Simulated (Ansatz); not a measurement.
**CH₄Si (triplet): the correlation ladder at distance C1–H5 along a hydrogen transfer = 1.402 Å, cc-pVDZ**

An exercise on one series of results from a longer session: the logs are not shown, and one member is left open.

The runs use Ansatz 0.2.0, Gaussian basis; cc-pVDZ, core rule «outside noble gas», up to 6 orbitals frozen.

Plan: UHF; CCSD(T) on ROHF; CCSD(T) on UHF; BCCD(T) on ROHF; CISD; CCSDT(Q) on ROHF; CCSDT(Q) on UHF; CASSCF and MRCISD+Q, 4 electrons in 4 orbitals; CASSCF and NEVPT2, 4 electrons in 4 orbitals.

2 further runs of the same task are left out: 2 that didn't finish.

## The system

The geometry derives from fragments relaxed apart (PBE0/def2-TZVP) and kept rigid, so it is no stationary point. A hydrogen atom is moved between rigid fragments.

6 atoms, charge 0, spin multiplicity 3.

Atoms are counted from 1 here; the program's logs count them from 0.

Bond lengths: C1–H2 1.090 Å, C1–H3 1.090 Å, C1–H4 1.090 Å. Angles: H2–C1–H3 109.5°, H2–C1–H4 109.5°, H3–C1–H4 109.5°.

The first run:

Contents of in.yaml:

```yaml
crystal:
  periodic: [false, false, false]
  atoms:
    - {symbol: C, position_ang: [-2.081345, 0.000000, 0.000000]}
    - {symbol: H, position_ang: [-2.444551, 1.027301, 0.000000]}
    - {symbol: H, position_ang: [-2.444551, -0.513650, 0.889668]}
    - {symbol: H, position_ang: [-2.444551, -0.513650, -0.889669]}
    - {symbol: H, position_ang: [-0.679345, 0.000000, 0.000000]}
    - {symbol: Si, position_ang: [1.177655, 0.000000, 0.000000]}
basis:
  gaussian: {orbitals: cc-pVDZ}
magnetization: {spin_polarized: true, initial_magnetization: 2}
hamiltonian: {xc: hf}
output: {orbitals: {seedname: orbitals}}
```

On the command line:

```sh
$ ansatz run in.yaml --threads 1 --pin off --events-out ev --progress --plain --max-ram 2393MiB
```

Steps of the session up to this table: UHF; CCSD(T) on ROHF; CCSD(T) on UHF; BCCD(T) on ROHF; CISD; CCSDT(Q) on ROHF; CCSDT(Q) on UHF; CASSCF and MRCISD+Q, 4 electrons in 4 orbitals; CASSCF and NEVPT2, 4 electrons in 4 orbitals.

One table of the session follows, with a row left open; its other results are not shown here.

It belongs to the step «Misses and costs». 

```
       method  from UCCSDT(Q) (kJ/mol)
         ROHF                   +714.4
          UHF                   +702.4
         RMP2                   +133.0
         UMP2                   +132.4
         CISD                    +83.9
        RCCSD                    +22.1
        UCCSD                    +21.8
     RCCSD(T)                     +3.7
     UCCSD(T)                     +3.6
      BCCD(T)                     +3.6
       RCCSDT                     +0.9
       UCCSDT                     +0.9
    RCCSDT(Q)                      0.0
    UCCSDT(Q)                        0
  CASSCF pair                   +651.2
  NEVPT2 pair                   +131.9
  MRCISD pair                    +70.4
MRCISD+Q pair                        ?
```

Estimate the missing values for MRCISD+Q pair.

The run gave: from UCCSDT(Q) (kJ/mol): +4.9. In the column «from UCCSDT(Q) (kJ/mol)» it lies between RCCSD(T) (+3.7) and UCCSD (+21.8).

To keep in mind: Restricted and unrestricted rows rest on different reference determinants; where their highest levels disagree by more than a few hundredths of an eV, they describe different states and don't form one ladder.
